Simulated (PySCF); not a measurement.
Orbital picture of Cl₂⁺

LC-ωPBE at R = 1.917 Å; basis Cl 6-31G(d,p); no relativity; PySCF 2.14. State: ²Πg (doublet), unpaired electrons π ↑. Only the outer orbitals are listed.

| spin | orbital | occ. | ε (eV) | main shells (%) |
| --- | --- | --- | --- | --- |
| α | σg | 1 | -39.44 | 89 s, 10 p |
| α | σu | 1 | -33.60 | 97 s |
| α | σg | 1 | -24.90 | 87 p, 11 s |
| α | πu | 1 | -24.25 | 99 p |
| α | πu | 1 | -23.37 | 99 p |
| α | πg | 1 | -20.87 | 100 p |
| α | πg | 1 | -19.90 | 100 p |
| α | σu | 0 | -8.41 | 99 p |
| α | σg | 0 | 3.79 | 65 s, 21 d, 14 p |
| α | σg | 0 | 5.80 | 54 p, 31 s, 15 d |
| β | σg | 1 | -38.95 | 88 s, 11 p |
| β | σu | 1 | -32.60 | 96 s |
| β | σg | 1 | -24.55 | 86 p, 12 s |
| β | πu | 1 | -23.16 | 99 p |
| β | πu | 1 | -21.95 | 99 p |
| β | πg | 1 | -19.64 | 100 p |
| β | πg | 0 | -12.00 | 100 p |
| β | σu | 0 | -8.09 | 98 p |
| β | σg | 0 | 3.93 | 64 s, 21 d, 15 p |

Q: Which are the highest filled and the lowest empty level, where do they sit, and how wide is the gap?

A: Highest filled β πg at -19.64 eV (in %: 100 p); lowest empty β πg at -12.00 eV (in %: 100 p); the gap at LC-ωPBE is 7.64 eV. Both belong to one degenerate shell, split only by its one-sided filling, so this is no excitation gap.

```
bond order (Mayer) : 1.44
⟨S²⟩               : 0.753
```

The state is the lowest determinant that a PBE0 search found; another state may lie lower at other levels.
